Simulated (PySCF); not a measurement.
Ionisation energy of Be by level of theory

Be [He] 2s2 (1S) → Be⁺ [He] 2s1 (2S), as a difference of total energies. Computed with PySCF 2.14 in dyall-av3z, with the spin-free X2C one-electron Hamiltonian (Gaussian nucleus). Correlated levels: valence: 1s2 frozen; virtual orbitals above 40 to 60 times the deepest correlated orbital energy dropped. The calculations carry no spin-orbit coupling.

```json
{"method": "UHF", "ionisation energy (eV)": "8.044", "error (eV)": "-1.279"}
{"method": "LDA", "ionisation energy (eV)": "9.028", "error (eV)": "-0.295"}
{"method": "PBE", "ionisation energy (eV)": "8.998", "error (eV)": "-0.325"}
{"method": "PBE0", "ionisation energy (eV)": "8.972", "error (eV)": "-0.351"}
{"method": "r2SCAN", "ionisation energy (eV)": "8.793", "error (eV)": "-0.530"}
{"method": "wB97X", "ionisation energy (eV)": "8.866", "error (eV)": "-0.457"}
{"method": "LC-wPBE", "ionisation energy (eV)": "9.025", "error (eV)": "-0.298"}
{"method": "TPSSh", "ionisation energy (eV)": "9.054", "error (eV)": "-0.269"}
{"method": "B2PLYP", "ionisation energy (eV)": "9.010", "error (eV)": "-0.313"}
{"method": "MP2 (valence)", "ionisation energy (eV)": "8.838", "error (eV)": "-0.485"}
{"method": "SCS-MP2 (valence)", "ionisation energy (eV)": "8.997", "error (eV)": "-0.326"}
```

Reference: 9.323 eV (measured; NIST Atomic Spectra Database, ionization energies).

Errors of the correlated levels include the incompleteness of this basis and the frozen core.

MP2 underrates the near-degeneracy of ns² with np² in the lower species.
